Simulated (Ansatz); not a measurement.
# Silicon, diamond under r²SCAN: how the k-point mesh moves the result

A convergence test of the k-point mesh. The geometry was relaxed under r²SCAN beforehand and stays fixed; 8 values are run, from 2×2×2 to 14×14×14. Wanted are the values from which on the energy stays within 10 and 1 meV/atom, and the pressure within 0.5 GPa, of the last run. Within the series other settings stay, but some runs also write fields, which adds to their time. Spin polarisation is left out.

Computed with Ansatz 0.2.0 (DFT r²SCAN, plane waves with PAW, scalar-relativistic, unless a step says otherwise).

1 further run of the same task is left out (set aside as unsound or not needed).

### Step 1. The starting structure

Symmetry: Fd-3m, No. 227, cubic system. Conventional cell: a = 5.445 Å, b = 5.445 Å, c = 5.445 Å, α = 90.00°, β = 90.00°, γ = 90.00°. Si (site symmetry -43m) has 4 Si at 2.36 Å as nearest neighbours.

As a file:

```xyz
2
Lattice="0.0000 2.7227 2.7227 2.7227 0.0000 2.7227 2.7227 2.7227 0.0000" Properties=species:S:1:pos:R:3 pbc="T T T"
Si    2.7227    2.7227    2.7227
Si    4.0841    4.0841    4.0841
```

### Step 2. With a k-mesh of 2×2×2

The run at 2×2×2.

File input.yaml:

```yaml
crystal:
  lattice:
    - [0.0, 2.722727738, 2.722727738]
    - [2.722727738, 0.0, 2.722727738]
    - [2.722727738, 2.722727738, 0.0]
  atoms:
    - { symbol: Si, position: [0.5, 0.5, 0.5] }
    - { symbol: Si, position: [0.75, 0.75, 0.75] }
hamiltonian:
  xc: r2scan
  pseudopotentials:
    kind: paw
    azcp:
      Si: "pseudopotentials/Si.paw.azcp"
basis:
  ecutwfc: 500
  fft_grid_basis: typed
kpoints:
  mp_grid: { grid: [2, 2, 2], shift: [0, 0, 0] }
magnetization:
  spin_polarized: false
scf:
  occupations: { method: fermi_dirac, width: 0.05 }
  lower_state_search: "off"
output:
  stress: true
```

The run is started by

```sh
$ ansatz run input.yaml --threads 2 --pin off --max-ram 5120MiB --backend cpu --events-out ev --progress --plain --runs-dir out
```

### Step 3. With a k-mesh of 3×3×3

The run at 3×3×3.

Edit input.yaml of step 2 so:

```diff
@@ -18,3 +18,3 @@
 kpoints:
-  mp_grid: { grid: [2, 2, 2], shift: [0, 0, 0] }
+  mp_grid: { grid: [3, 3, 3], shift: [0, 0, 0] }
 magnetization:
```

### Step 4. With a k-mesh of 4×4×4

The run at 4×4×4.

Edit input.yaml of step 3 so:

```diff
@@ -18,3 +18,3 @@
 kpoints:
-  mp_grid: { grid: [3, 3, 3], shift: [0, 0, 0] }
+  mp_grid: { grid: [4, 4, 4], shift: [0, 0, 0] }
 magnetization:
@@ -26 +26,5 @@
   stress: true
+  write_density: true
+  write_potential: true
+  elf: true
+  volumetric_format: npy
```

### Step 5. With a k-mesh of 5×5×5

The run at 5×5×5.

Edit input.yaml of step 4 so:

```diff
@@ -18,3 +18,3 @@
 kpoints:
-  mp_grid: { grid: [4, 4, 4], shift: [0, 0, 0] }
+  mp_grid: { grid: [5, 5, 5], shift: [0, 0, 0] }
 magnetization:
```

### Step 6. With a k-mesh of 6×6×6

The run at 6×6×6.

Edit input.yaml of step 5 so:

```diff
@@ -18,3 +18,3 @@
 kpoints:
-  mp_grid: { grid: [5, 5, 5], shift: [0, 0, 0] }
+  mp_grid: { grid: [6, 6, 6], shift: [0, 0, 0] }
 magnetization:
@@ -26,5 +26 @@
   stress: true
-  write_density: true
-  write_potential: true
-  elf: true
-  volumetric_format: npy
```

### Step 7. With a k-mesh of 8×8×8

The run at 8×8×8.

Edit input.yaml of step 6 so:

```diff
@@ -18,3 +18,3 @@
 kpoints:
-  mp_grid: { grid: [6, 6, 6], shift: [0, 0, 0] }
+  mp_grid: { grid: [8, 8, 8], shift: [0, 0, 0] }
 magnetization:
```

### Step 8. With a k-mesh of 11×11×11

The run at 11×11×11.

Edit input.yaml of step 7 so:

```diff
@@ -18,3 +18,3 @@
 kpoints:
-  mp_grid: { grid: [8, 8, 8], shift: [0, 0, 0] }
+  mp_grid: { grid: [11, 11, 11], shift: [0, 0, 0] }
 magnetization:
@@ -26 +26,5 @@
   stress: true
+  write_density: true
+  write_potential: true
+  elf: true
+  volumetric_format: npy
```

### Step 9. With a k-mesh of 14×14×14

The run at 14×14×14.

Edit input.yaml of step 8 so:

```diff
@@ -18,3 +18,3 @@
 kpoints:
-  mp_grid: { grid: [11, 11, 11], shift: [0, 0, 0] }
+  mp_grid: { grid: [14, 14, 14], shift: [0, 0, 0] }
 magnetization:
@@ -26,5 +26 @@
   stress: true
-  write_density: true
-  write_potential: true
-  elf: true
-  volumetric_format: npy
```

(Steps that only read results are left out.)

What does the calculation give? Wanted: pressure at 14×14×14.

**Answer**, as computed:

| quantity | value |
| --- | --- |
| E(σ → 0) stays within 10 meV/atom of 14×14×14 | from 8×8×8 on |
| E(σ → 0) stays within 1 meV/atom | from 11×11×11 on |
| pressure stays within 0.5 GPa | from 5×5×5 on |
| pressure at 14×14×14 | -0.07 GPa |
| CPU time, dearest over cheapest | 3.3 |

What this shows: The far end, 2×2×2, lies +1280 meV/atom and +7.7 GPa from the yardstick. 1 meV/atom needs 11×11×11. An insulator needs few points. The last mesh is only the yardstick of this series and isn't shown to be converged.
